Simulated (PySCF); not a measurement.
Computed with PBE-D3(BJ)/def2-TZVP // PBE-D3(BJ)/def2-SVP (PySCF). All species are isolated molecules in the gas phase. 

Reference species (SMILES): `[OH]` (neutral, multiplicity 2).

```yaml
dipole_moment: 1.73 D
highest_occupied_spin_orbital: -7.14 eV
```

Changed species: `[CH3]` (free radical CH3; the reference has free radical OH).

Give the shifts of the dipole moment and highest occupied spin orbital.

the dipole moment falls by 1.73 D, to 0.00 D; the highest occupied spin orbital rises by 1.76 eV, to -5.38 eV.
